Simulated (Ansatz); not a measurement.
An input meant for MgH₂ (charge 0, singlet).

```yaml
crystal:
  periodic: [false, false, false]
  atoms:
    - {symbol: Mg, position_ang: [0.000016, 0.000009, -0.000000]}
    - {symbol: H, position_ang: [-0.018094, -0.022433, 1.704768]}
    - {symbol: H, position_ang: [0.018077, 0.022423, -1.704767]}
basis:
  gaussian: {orbitals: aug-cc-pVDZ}
hamiltonian: {xc: {name: r2SCAN}, dispersion: d3bjatm}
scf: {max_iter: 3}
output: {forces: true}
```

```sh
$ ansatz run in.yaml --threads 4 --pin off --events-out ev --progress --plain --max-ram 3916MiB
```

Problem. Predict how Ansatz answers.

Solution. The input was rejected before any iteration. The input holds a key that doesn't belong there.
```
Error: invalid value for `basis.gaussian`: such a run doesn't read scf.max_iter; remove what it names
```
